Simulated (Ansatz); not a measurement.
**What it costs to change the join: fluorite-type NiSi2 (0 0 1) on Si0.75Ge0.25, ordered (0 0 1)**

Periodic stacks without vacuum, fluorite-type NiSi2 (0 0 1) on Si0.75Ge0.25, ordered (0 0 1); both interfaces of a cell carry the change. As cut, the substrate ends in GeSi and GeSi planes and the film in Si and Ni planes, so the two interfaces differ and each value is their mean. All cells share the in-plane lattice within 0.1 %; atoms, period and the film's lateral shift were relaxed first with the CHGNet potential, then at PBE, once from one start each, so registries can end apart. The unchanged cell is such a single relaxation too: if a lower arrangement of it exists, the changes cost more than shown. Left out: 3 cells whose period moved by more than 2.5 % (with added atoms, fell by over 1 % or rose by over 10 %) or whose in-plane lattice differs.

Plane-wave PAW runs of Ansatz (a first-principles code), PBE at 420 eV, without spin–orbit coupling or a Hubbard term. The stacks are run without spin polarisation. The cells are models built for this series, cut from the relaxed bulk crystals, not measured interface structures.

```csv
cell,atoms gained or lost,period at the end (Å),total energy (eV),"energy per atom added, swapped in or removed (eV)"
unchanged,–,26.93,-92838.660,–
1 Al on substrate sites at each interface,"+2 Al, −2 Ge",26.43,-85322.719,+0.49
1 P on substrate sites at each interface,"−2 Ge, +2 P",26.72,-85761.205,-0.58
1 S added at each interface,+2 S,28.18,-94641.767,+0.50
1 Sb on substrate sites at each interface,"−2 Ge, +2 Sb",26.97,-97216.976,+0.35
2 P on substrate sites at each interface,"−2 Ge, +4 P, −2 Si",26.47,-86001.223,?
```

References, each relaxed at the same level, per atom: Al from fcc Al, -537.505 eV; Ge from germanium, -4294.981 eV; P from black phosphorus, -755.674 eV; S from S8 molecule in a box, -902.050 eV; Sb from rhombohedral Sb, -6484.489 eV; Si from silicon, -635.810 eV. Gases are single molecules in a box, without zero-point energy.

Work out the missing value, for «2 P on substrate sites at each interface», and say where it stands among the rows.

[-86001.223 − (-92838.660) + 2 × (-4294.981) − 4 × (-755.674) + 2 × (-635.810)] / 4 = -0.36 eV, number 2 of 5 from the lowest. A positive value means that the change costs energy against the references at 0 K, at PBE.
